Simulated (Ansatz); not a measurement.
Reaction: CH2ClF (SMILES FCCl) → CH2F (SMILES F[CH2], doublet) + Cl (doublet) (the C-Cl bond breaks)
Each species at its own B3LYP-D3(BJ)/def2-TZVP minimum (Ansatz, a program for electronic structure).

Property: bond dissociation energy (electronic), in kJ/mol. Open shells are spin-unrestricted; no spin-orbit coupling. CBS(X,Y): correlation extrapolated as X^-3, Hartree-Fock from the larger set (Q,5: extrapolated as (X+1)exp(-9√X)). A bracket is a step between two methods taken in the basis named. Functionals run without relativity, which enters their misses. Double hybrids freeze cores in their MP2 part. '+ core + X2C': CCSD(T) terms for core correlation (cc-pwCVTZ, 1s frozen past Ne) and scalar relativity (cc-pVTZ-DK).

CCSD(T)/CBS(cc-pV(Q+d)Z,cc-pV(5+d)Z) + [CCSDT(Q) - CCSD(T)]/cc-pV(D+d)Z + core + X2C (Ansatz) gives 372.1 kJ/mol.

### Question
What does PBE/def2-TZVPD (Ansatz) give here, and how do the other levels compare?

### Answer
PBE gives 374.0 kJ/mol, 1.9 kJ/mol above it. Differences of the others: r2SCAN/def2-TZVPD (Ansatz) -15.9; B3LYP/def2-TZVPD (Ansatz) -28.0; wB97M-V/def2-TZVPD (Ansatz) -0.2; B2PLYP/def2-TZVPD (Ansatz) -19.0; CCSD(T)/CBS(cc-pV(Q+d)Z,cc-pV(5+d)Z) + core + X2C (Ansatz) -0.3 kJ/mol. Nearer than PBE: wB97M-V/def2-TZVPD, CCSD(T)/CBS(cc-pV(Q+d)Z,cc-pV(5+d)Z) + core + X2C.
